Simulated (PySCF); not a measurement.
Compound: C₄H₆N (doublet state).
Numbering: `[H]/[N:5]=[CH:4]\[C:2]([CH2:1])=[CH2:3]` (hydrogens: H6, H7 on C1; H8, H9 on C3; H10 on C4; H11 on N5)

Structure used (GFN2-xTB), in Å, numbered top down from 1:
```
atom  x, y, z in Å
C1    -0.311    1.108   -0.781
C2    -0.276   -0.034   -0.007
C3    -1.349   -0.894    0.105
C4     0.957   -0.376    0.739
N5     2.138   -0.016    0.512
H6     0.530    1.775   -0.844
H7    -1.201    1.389   -1.314
H8    -2.250   -0.735   -0.461
H9    -1.305   -1.764    0.735
H10    0.817   -1.049    1.582
H11    2.255    0.600   -0.292
```

The hyperfine couplings belong to this conformer and change with its torsions.

Computed, not measured: PySCF, UKS B3LYP, pcH-1 on C H N, non-relativistic, mean-field spin-orbit, GIAO. The structure is a single GFN2-xTB conformer in the gas phase; no vibrational or solvent corrections. Couplings are sensitive to structure, and on GFN2-xTB geometries they can be far from those on DFT ones. The frame is twisted about the C2–C4 bond at this geometry (dihedral C3–C2–C4–H10 = -22°); couplings at other torsion angles weren't computed. No stability test was run, so a lower SCF solution isn't excluded. ⟨S²⟩ is 0.784 where a pure state has 0.75.

Principal values of hyperfine tensors in MHz (contact and dipolar terms together), for some of the nuclei:

```tsv
atom	isotope	A1	A2	A3
C1	13C	3.16	4.85	165.63
C2	13C	-78.08	-37.65	-32.22
H6	1H	-70.67	-44.37	-16.63
H7	1H	-65.40	-44.27	-17.53
H9	1H	-66.99	-42.38	-16.13
H8	1H	-61.41	-41.99	-16.69
C4	13C	5.41	7.22	12.60
H11	1H	-0.72	2.59	11.33
```

(1) Give the isotropic coupling of each nucleus in MHz and in mT (g = 2.0026), and the anisotropic part.

(2) What spin density at the nucleus of H6 lies behind its contact coupling (g_N = 5.58569)?

(3) C3 (13C, g_N = 1.40482) isn't in the table. Its spin density at the nucleus is 0.04892 bohr⁻³. What is its contact coupling?

(4) Name the largest traceless tensor T of the table and describe it.

(5) What first-order splitting does C2 cause when the field lies along A1, A2 or A3 of its tensor (g taken as isotropic, no quadrupole term)?

Results:

(1) a_iso is a third of the trace, T = A − a_iso, and a(mT) = a(MHz)/(g × 13.996).

```tsv
atom	a_iso (MHz)	a_iso (mT)	T1	T2	T3
C1	57.88	2.065	-54.72	-53.03	107.75
C2	-49.32	-1.760	-28.77	11.67	17.10
H6	-43.89	-1.566	-26.78	-0.48	27.26
H7	-42.40	-1.513	-23.00	-1.87	24.87
H9	-41.83	-1.493	-25.16	-0.54	25.70
H8	-40.03	-1.428	-21.38	-1.96	23.34
C4	8.41	0.300	-3.00	-1.19	4.19
H11	4.40	0.157	-5.12	-1.81	6.93
```

(2) a_FC = (2μ0/3) gₑ μB g_N μN ρ(0)/(2S·h) = 800.24 MHz × g_N × ρ(0)/(2S), with ρ in bohr⁻³. With a_FC = -43.89 MHz and 2S = 1, ρ(0) = -0.00982 bohr⁻³. In magnitude that is 3.1 % of the 1/π = 0.318 of a free hydrogen atom.

(3) By the same relation, a_FC = 55.0 MHz. Its full tensor has the principal values 3.39, 5.09, 156.51 MHz.

(4) C1: -54.7, -53.0, 107.7 MHz, axial, in the ratio −1:−1:+2, the form that spin in one p orbital centred on that nucleus gives.

(5) 2 lines (I = 1/2), spaced by |A_i|/(g × 13.996): 2.79, 1.34, 1.15 mT along the axes of A1, A2 and A3.
